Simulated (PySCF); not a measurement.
Rigid-rotor lines calculated for a species of formula C5H9N (commonest isotopes; PBE0-D3(BJ)/def2-SVP geometry optimisation, gas phase in PySCF), labelled J(Ka,Kc):

| transition | MHz |
| --- | --- |
| 1(1,1) ← 0(0,0) | 10792.6 |
| 1(0,1) ← 0(0,0) | 3899.8 |
| 2(1,2) ← 1(1,1) | 7538.6 |
| 2(1,1) ← 1(1,0) | 8060.7 |
| 2(0,2) ← 1(0,1) | 7792.3 |

(1) Find the rotational constants.

(2) What moments of inertia, asymmetry and inertial defect follow?

(3) Which dipole components do these lines need?

(4) Where do these fall, and of which type are they? 3(3,0) ← 2(2,0); 3(2,2) ← 2(1,1); 3(3,1) ← 2(2,1); 4(1,3) ← 3(0,3); 4(3,1) ← 3(2,2); 4(0,4) ← 3(1,3); 4(2,2) ← 4(1,3); 4(3,2) ← 4(2,2); 4(1,3) ← 4(0,4); 3(1,3) ← 2(0,2); 3(1,3) ← 3(0,3); 2(0,2) ← 1(1,1); 2(2,1) ← 2(1,1); 4(3,1) ← 3(3,0); 2(2,0) ← 1(1,1); 3(3,1) ← 3(2,2); 3(0,3) ← 2(1,2).

(5) Which structure gave them?

Results:

(1) 1(0,1) ← 0(0,0) is B + C, 2(1,1) ← 1(1,0) is 3B + C and 2(1,2) ← 1(1,1) is B + 3C, so B − C is half the difference of the last two, 261.0 MHz. 1(1,1) ← 0(0,0) is A + C. A = 8973.2, B = 2080.4, C = 1819.4 MHz.

(2) I = 505379 MHz·u·Å² over each constant: Ia = 56.32, Ib = 242.92, Ic = 277.77 u·Å²; κ = (2B − A − C)/(A − C) = -0.927 (near-prolate asymmetric top); Δ = Ic − Ia − Ib = -21.47 u·Å².

(3) μa and μb (a-type: ΔKa even, ΔKc odd; b-type: both odd). The calculation gives |μa| = 0.43 D, |μb| = 0.15 D, |μc| = 1.20 D.

(4) 
```json
{"transition": "2(0,2) ← 1(1,1)", "MHz": "900", "type": "b", "branch": "R"}
{"transition": "3(0,3) ← 2(1,2)", "MHz": "5031", "type": "b", "branch": "R"}
{"transition": "3(1,3) ← 3(0,3)", "MHz": "6272", "type": "c", "branch": "Q"}
{"transition": "4(1,3) ← 4(0,4)", "MHz": "8418", "type": "b", "branch": "Q"}
{"transition": "4(0,4) ← 3(1,3)", "MHz": "9255", "type": "b", "branch": "R"}
{"transition": "4(3,1) ← 3(3,0)", "MHz": "15614", "type": "a", "branch": "R"}
{"transition": "3(1,3) ← 2(0,2)", "MHz": "17942", "type": "b", "branch": "R"}
{"transition": "4(2,2) ← 4(1,3)", "MHz": "19887", "type": "b", "branch": "Q"}
{"transition": "2(2,1) ← 2(1,1)", "MHz": "20678", "type": "c", "branch": "Q"}
{"transition": "4(1,3) ← 3(0,3)", "MHz": "23945", "type": "c", "branch": "R"}
{"transition": "2(2,0) ← 1(1,1)", "MHz": "29007", "type": "b", "branch": "R"}
{"transition": "3(2,2) ← 2(1,1)", "MHz": "32378", "type": "b", "branch": "R"}
{"transition": "4(3,2) ← 4(2,2)", "MHz": "35032", "type": "c", "branch": "Q"}
{"transition": "3(3,1) ← 3(2,2)", "MHz": "35121", "type": "b", "branch": "Q"}
{"transition": "3(3,0) ← 2(2,0)", "MHz": "46813", "type": "c", "branch": "R"}
{"transition": "3(3,1) ← 2(2,1)", "MHz": "46821", "type": "c", "branch": "R"}
{"transition": "4(3,1) ← 3(2,2)", "MHz": "50735", "type": "b", "branch": "R"}
```

(5) `C=C1C[C@H]1CN`, point group C1. Three constants can't fix a structure by themselves; this is the one that was computed:
```
atom  x, y, z in Å
C1     2.444   -0.797   -0.061
C2     1.376   -0.016   -0.096
C3     0.728    1.186   -0.622
C4    -0.001    0.229    0.327
C5    -1.136   -0.620   -0.188
N6    -2.384    0.114   -0.128
H7     3.348   -0.548   -0.625
H8     2.455   -1.714    0.535
H9     1.030    2.167   -0.241
H10    0.423    1.187   -1.676
H11   -0.157    0.602    1.348
H12   -1.227   -1.515    0.452
H13   -0.855   -0.993   -1.197
H14   -3.154   -0.456   -0.470
H15   -2.334    0.931   -0.734
```

The values belong to one conformer (point group C1) with, in the numbering `[CH2:1]=[C:2]1[CH2:3][C@H:4]1[CH2:5][NH2:6]`, C3–C4–C5–N6 -86°, C4–C5–N6–H 180° and 63°. PBE0-D3(BJ)/def2-SVP frequencies: not computed here. Zero-point vibration and centrifugal distortion are left out. A rigid rotor knows nothing of inversion at nitrogen, which can split or shift real lines. Quadrupole hyperfine structure (14N) is left out.
